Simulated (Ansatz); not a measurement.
C4H7FO can be A, `CC(C)(F)C=O`, or B, `CC/C=C(/O)F`.

Computed with Ansatz on PBE0-D4/def2-TZVP structures; ΔE is electronic, products minus reactants. CCSD(T)/CBS adds triple-zeta CCSD(T) − MP2 to the extrapolated MP2 energy (def2 sets, frozen cores). DFT in def2-TZVPP. B3LYP here is the variant with VWN-RPA as its local correlation; programs differ in this. Each species was taken in one conformer, which may not be the lowest.

Task: Which isomer does CCSD(T)/CBS put lower? Give the gap. (Best estimate.)

Result: The calculation gave: A, by 37.3 kJ/mol.

Task: Give E(B) − E(A) in kJ/mol with HF/def2-TZVPP, B2PLYP, CCSD/def2-TZVPP, r2SCAN-D4, CCSD(T)/def2-TZVPP, ωB97M-V, B3LYP. (An estimate is asked.)

Result: Ansatz gave: HF/def2-TZVPP 43.8, B2PLYP 35.9, CCSD/def2-TZVPP 39.2, r2SCAN-D4 31.1, CCSD(T)/def2-TZVPP 39.4, ωB97M-V 35.4, B3LYP 29.7. None reverses the order clearly.

Largest T1 diagnostic: 0.013.

In def2-TZVPP, CCSD(T) changes the Hartree–Fock value by −4.4 kJ/mol (the triples alone add +0.2 kJ/mol) and MP2 by −5.6 kJ/mol. The D4 term adds +3.8 kJ/mol with B3LYP and +1.9 kJ/mol with PBE0; it sums over pairs of atoms, weighted by their polarisabilities, and B3LYP, whose exchange is more repulsive, gets the larger term.
